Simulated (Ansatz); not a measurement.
SnS (Pnma, No. 62) was calculated with G0W0@PBEsol in Ansatz (hard PAW, contour deformation).

The same calculation (at a fixed cell, not relaxed at this level and not confirmed as the measured one, 24.543 Å³/atom) with different numerical settings; throughout: k mesh 1×2×2:

| run | response cutoff (eV) | empty bands | quasiparticle gap on the mesh (eV) | quasiparticle gap at Γ (eV) | rough time |
|---|---|---|---|---|---|
| 1 | 70 | 480 | 1.069 | 1.469 | 90 core-s |
| 2 | 105 | 881 | 1.130 | 1.539 | 4 core-min |
| 3 | 140 | 1357 | 1.166 | 1.588 | 10 core-min |
| 4 | 175 | 1896 | 1.191 | 1.619 | 20 core-min |

In the column quasiparticle gap at Γ (eV) the first row differs from the last by -0.150 and the next to last by -0.031.

The last row is no converged limit: other settings stay fixed.

Spin–orbit coupling is not included.

Note: filled d or f shells below the valence bands can shift G0W0 gaps through exchange with them, which wasn't tested here.

Ansatz is a program for electronic structure.
